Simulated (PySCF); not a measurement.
**Broadened absorption spectrum of N-vinylformamide**

Species: N-vinylformamide, C3H5NO.
SMILES with atom numbers: `[CH2:1]=[CH:2][NH:3][CH:4]=[O:5]` (hydrogens: H6, H7 on C1; H8 on C2; H9 on N3; H10 on C4)

Level of theory: TDDFT CAM-B3LYP/def2-SVPD, vertical, gas phase, core orbitals frozen in the response (PySCF 2.14.0, density-fitted response routines). One conformer (not necessarily the lowest) at the GFN2-xTB geometry, without solvent, vibrations or thermal averaging. Torsions of this conformer, `[CH2:1]=[CH:2][NH:3][CH:4]=[O:5]`: C1–C2–N3–C4 180°, C2–N3–C4–O5 0°.

Broadening: Gaussians 0.5 eV wide at half height, area fixed by f = 4.319×10⁻⁹ ∫ε dν̃. The width is an assumption, not a result. The curve ends short of the highest state used, and states not computed would add to its high-energy end.

```json
{"E (eV)": "4.72", "ε (L mol⁻¹ cm⁻¹)": "0"}
{"E (eV)": "4.78", "ε (L mol⁻¹ cm⁻¹)": "0"}
{"E (eV)": "4.83", "ε (L mol⁻¹ cm⁻¹)": "1"}
{"E (eV)": "4.88", "ε (L mol⁻¹ cm⁻¹)": "1"}
{"E (eV)": "4.93", "ε (L mol⁻¹ cm⁻¹)": "2"}
{"E (eV)": "4.99", "ε (L mol⁻¹ cm⁻¹)": "5"}
{"E (eV)": "5.04", "ε (L mol⁻¹ cm⁻¹)": "8"}
{"E (eV)": "5.09", "ε (L mol⁻¹ cm⁻¹)": "13"}
{"E (eV)": "5.14", "ε (L mol⁻¹ cm⁻¹)": "21"}
{"E (eV)": "5.20", "ε (L mol⁻¹ cm⁻¹)": "35"}
{"E (eV)": "5.25", "ε (L mol⁻¹ cm⁻¹)": "54"}
{"E (eV)": "5.30", "ε (L mol⁻¹ cm⁻¹)": "87"}
{"E (eV)": "5.35", "ε (L mol⁻¹ cm⁻¹)": "148"}
{"E (eV)": "5.41", "ε (L mol⁻¹ cm⁻¹)": "297"}
{"E (eV)": "5.46", "ε (L mol⁻¹ cm⁻¹)": "539"}
{"E (eV)": "5.51", "ε (L mol⁻¹ cm⁻¹)": "969"}
{"E (eV)": "5.56", "ε (L mol⁻¹ cm⁻¹)": "1694"}
{"E (eV)": "5.62", "ε (L mol⁻¹ cm⁻¹)": "3137"}
{"E (eV)": "5.67", "ε (L mol⁻¹ cm⁻¹)": "4972"}
{"E (eV)": "5.72", "ε (L mol⁻¹ cm⁻¹)": "7486"}
{"E (eV)": "5.77", "ε (L mol⁻¹ cm⁻¹)": "10682"}
{"E (eV)": "5.83", "ε (L mol⁻¹ cm⁻¹)": "15233"}
{"E (eV)": "5.88", "ε (L mol⁻¹ cm⁻¹)": "19274"}
{"E (eV)": "5.93", "ε (L mol⁻¹ cm⁻¹)": "23078"}
{"E (eV)": "5.98", "ε (L mol⁻¹ cm⁻¹)": "26147"}
{"E (eV)": "6.04", "ε (L mol⁻¹ cm⁻¹)": "28235"}
{"E (eV)": "6.09", "ε (L mol⁻¹ cm⁻¹)": "28324"}
{"E (eV)": "6.14", "ε (L mol⁻¹ cm⁻¹)": "26883"}
{"E (eV)": "6.19", "ε (L mol⁻¹ cm⁻¹)": "24144"}
{"E (eV)": "6.25", "ε (L mol⁻¹ cm⁻¹)": "19728"}
{"E (eV)": "6.30", "ε (L mol⁻¹ cm⁻¹)": "15690"}
{"E (eV)": "6.35", "ε (L mol⁻¹ cm⁻¹)": "11810"}
{"E (eV)": "6.40", "ε (L mol⁻¹ cm⁻¹)": "8418"}
{"E (eV)": "6.46", "ε (L mol⁻¹ cm⁻¹)": "5227"}
{"E (eV)": "6.51", "ε (L mol⁻¹ cm⁻¹)": "3332"}
{"E (eV)": "6.56", "ε (L mol⁻¹ cm⁻¹)": "2054"}
{"E (eV)": "6.62", "ε (L mol⁻¹ cm⁻¹)": "1168"}
{"E (eV)": "6.67", "ε (L mol⁻¹ cm⁻¹)": "826"}
{"E (eV)": "6.72", "ε (L mol⁻¹ cm⁻¹)": "737"}
{"E (eV)": "6.77", "ε (L mol⁻¹ cm⁻¹)": "826"}
{"E (eV)": "6.83", "ε (L mol⁻¹ cm⁻¹)": "1088"}
{"E (eV)": "6.88", "ε (L mol⁻¹ cm⁻¹)": "1382"}
{"E (eV)": "6.93", "ε (L mol⁻¹ cm⁻¹)": "1701"}
{"E (eV)": "6.98", "ε (L mol⁻¹ cm⁻¹)": "2004"}
{"E (eV)": "7.04", "ε (L mol⁻¹ cm⁻¹)": "2300"}
{"E (eV)": "7.09", "ε (L mol⁻¹ cm⁻¹)": "2464"}
{"E (eV)": "7.14", "ε (L mol⁻¹ cm⁻¹)": "2552"}
{"E (eV)": "7.19", "ε (L mol⁻¹ cm⁻¹)": "2577"}
{"E (eV)": "7.25", "ε (L mol⁻¹ cm⁻¹)": "2564"}
{"E (eV)": "7.30", "ε (L mol⁻¹ cm⁻¹)": "2553"}
{"E (eV)": "7.35", "ε (L mol⁻¹ cm⁻¹)": "2565"}
{"E (eV)": "7.40", "ε (L mol⁻¹ cm⁻¹)": "2604"}
{"E (eV)": "7.46", "ε (L mol⁻¹ cm⁻¹)": "2672"}
{"E (eV)": "7.51", "ε (L mol⁻¹ cm⁻¹)": "2716"}
{"E (eV)": "7.56", "ε (L mol⁻¹ cm⁻¹)": "2719"}
{"E (eV)": "7.61", "ε (L mol⁻¹ cm⁻¹)": "2656"}
```

**Question.** Where are the band maxima, and which computed states make them?

**Answer.** 204 nm (6.07 eV), ε about 28000, made up of S2 (100%); 172 nm (7.19 eV), ε about 2600, made up of S4 (77%) and S5 (20%) (hardly more than a shoulder); 164 nm (7.54 eV), ε about 2700, made up of S5 (54%) and S7 (37%) (ε in L mol⁻¹ cm⁻¹; maxima over ε = 5, shares over 10%). The states used: S1 5.47 eV (f 0.0012); S2 6.07 eV (f 0.527); S3 6.24 eV (f 0.0020); S4 7.09 eV (f 0.041); S5 7.50 eV (f 0.028); S6 7.57 eV (f 0.0000); S7 7.70 eV (f 0.025); S8 8.21 eV (f 0.0008).

**Question.** What would ε be at 6.07 eV, the highest of these maxima, with half the width (0.25 eV)?

**Answer.** About 56800 L mol⁻¹ cm⁻¹ against 28500, a factor of about 2.00; a lone state at its own centre would give exactly 2.

**Question.** Coming from long wavelengths, where does ε first pass 100 L mol⁻¹ cm⁻¹?

**Answer.** At about 233 nm (5.31 eV), 0.16 eV below S1.

**Question.** On this curve, what absorbance would a 10⁻³ mol/L sample give at 248 nm over a 1 cm path?

**Answer.** 248 nm is 4.999 eV, where ε is about 5.4 L mol⁻¹ cm⁻¹, so A = ε c l ≈ 0.0054 (Beer–Lambert, with the gas-phase spectrum and the assumed width).
